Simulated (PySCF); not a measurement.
A database entry of computed molecular properties.

```json
{
 "name": "(Z)-acetaldoxime",
 "formula": "C2H5NO",
 "smiles": "C/C=N\\O",
 "inchi": "InChI=1S/C2H5NO/c1-2-3-4/h2,4H,1H3/b3-2-",
 "charge": 0,
 "multiplicity": 1,
 "geometry_level": "GFN2-xTB",
 "electronic_structure_code": "PySCF",
 "results": {
  "GFN2-xTB geometry": {
   "point_group": "Cs",
   "rotational_constants_GHz": [18.833, 6.071, 4.725]
  },
  "CAM-B3LYP/def2-SVPD ground state and vertical TDDFT (core frozen in the response)": {
   "dipole_D": 0.87,
   "homo_eV": -9.01,
   "lumo_eV": 1.18,
   "S1_eV": 6.0,
   "strongest_line_of_8_singlets_eV": 7.32,
   "T1_tda_eV": 4.58,
   "polarisability_au": 39.6,
   "r2_bohr2_about_centre_of_nuclear_charge": 287.2,
   "singlets_eV_and_f": [
    [6.0, 0.002],
    [6.83, 0.004],
    [7.08, 0.013],
    [7.32, 0.262],
    [7.97, 0.003],
    [8.22, 0.007],
    [8.45, 0.015],
    [8.65, 0.019]
   ],
   "triplets_tda_eV": [4.58, 5.06, 6.54]
  }
 }
}
```

In atomic units the dipole is 0.34 e·bohr (1 au = 2.5417 D). The 8 singlets span 6.00 to 8.65 eV, and their oscillator strengths add up to 0.32. No computed singlet falls in the visible range (750 to 380 nm, 1.65 to 3.26 eV); S1 lies 2.74 eV above its blue end. A dipole of 0.87 D is allowed in Cs, and pure rotational transitions are dipole-allowed. S1 lies 4.19 eV below the HOMO–LUMO gap; its leading configuration is HOMO−1→LUMO+1, weight 0.98.

Geometry: GFN2-xTB, one conformer, isolated molecule.

For the TDDFT job (CAM-B3LYP/def2-SVPD), on one thread, Arm Neoverse V2, no GPU (shared host), this took 7.9 s of wall time.

The values belong to the conformer `[CH3:1]/[CH:2]=[N:3]\[OH:4]`: H–O4–N3–C2 180°.
